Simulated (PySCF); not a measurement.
## Frontier orbitals and the lowest excitations

Species: N-ethylisopropylamine, C5H13N.
Numbering: `[CH3:1][CH2:2][NH:3][CH:4]([CH3:5])[CH3:6]` (hydrogens: H7, H8, H9 on C1; H10, H11 on C2; H12 on N3; H13 on C4; H14, H15, H16 on C5; H17, H18, H19 on C6)

Geometry (GFN2-xTB, Å), atoms numbered from 1 in this order:
```xyz
19
C5H13N angstrom
C      2.7577    0.1440    0.1572
C      1.3542    0.6902   -0.0728
N      0.3710   -0.2993    0.3192
C     -1.0197    0.1117    0.2467
C     -1.8626   -0.9234    0.9906
C     -1.5471    0.2937   -1.1839
H      2.9379   -0.7208   -0.4784
H      3.5004    0.9039   -0.0719
H      2.8696   -0.1610    1.1938
H      1.1961    1.5732    0.5552
H      1.2606    1.0080   -1.1268
H      0.5035   -1.1512   -0.2185
H     -1.0915    1.0708    0.7748
H     -1.8342   -1.8775    0.4687
H     -1.4692   -1.0678    1.9926
H     -2.8964   -0.5956    1.0589
H     -2.5868    0.6097   -1.1640
H     -1.4810   -0.6460   -1.7305
H     -0.9722    1.0467   -1.7182
```

Method used: PySCF, TDDFT B3LYP/def2-SVPD, vertical, gas phase, core orbitals frozen in the response.

Kohn–Sham orbitals with the atoms that hold most of them (Löwdin shares over 4%, at most four atoms; ? is withheld):

```tsv
orbital	ε (eV)	atoms
LUMO+2	1.13	H13 16%, H10 16%, H12 15%, H14 7%
LUMO+1	0.96	C1 23%, H8 10%, H7 9%, C5 8%
LUMO	?	?
HOMO	-6.04	N3 58%, C2 10%, C4 7%, C6 6%
HOMO-1	-9.08	?
HOMO-2	-9.24	C4 19%, C5 16%, C6 13%, C1 7%
HOMO-3	-9.43	C2 19%, C1 16%, H10 11%, N3 11%
```

Question: Give the leading atoms of the HOMO-1.

Answer: C4 (bonded to 2 C, N and H) 23%; C5 (bonded to C and 3 H) 18%; C6 (bonded to C and 3 H) 10%; H13 (bonded to C) 8%. By element: carbon 51% or more, hydrogen 8% or more.

Question: Which atoms hold the LUMO, and with what shares?

Answer: C6 (bonded to C and 3 H) 14%; C5 (bonded to C and 3 H) 9%; C2 (bonded to C, N and 2 H) 9%; C1 (bonded to C and 3 H) 9%.

Question: What is the LUMO energy, and the HOMO–LUMO gap?

Answer: ε(LUMO) = 0.46 eV; the gap is 6.50 eV (0.2389 hartree).

Question: The HOMO–LUMO gap is 6.50 eV. Where does the response calculation put the lowest singlet, and from which orbitals?

Answer: S1 is at 5.57 eV (f = 0.0065), 0.93 eV below the gap, made of HOMO→LUMO (98%). Without the coupling terms of the response equations the lowest excitation would equal the gap.

Question: One configuration dominates each of S1 and S3. Which, and how do the shares of the two leading atoms of either orbital change from the occupied to the empty one?

Answer: 
- S1 (5.57 eV, f 0.0065), HOMO→LUMO (98%): N3 58% → at most 9%, C2 10% → 9%, C6 6% → 14%, C5 at most 7% → 9%
- S3 (6.20 eV, f 0.015), HOMO→LUMO+1 (86%): N3 58% → at most 8%, C2 10% → at most 8%, C1 at most 7% → 23%, H8 at most 7% → 10%

Löwdin shares depend on the basis, the more so with diffuse functions.

One conformer stands for the species.
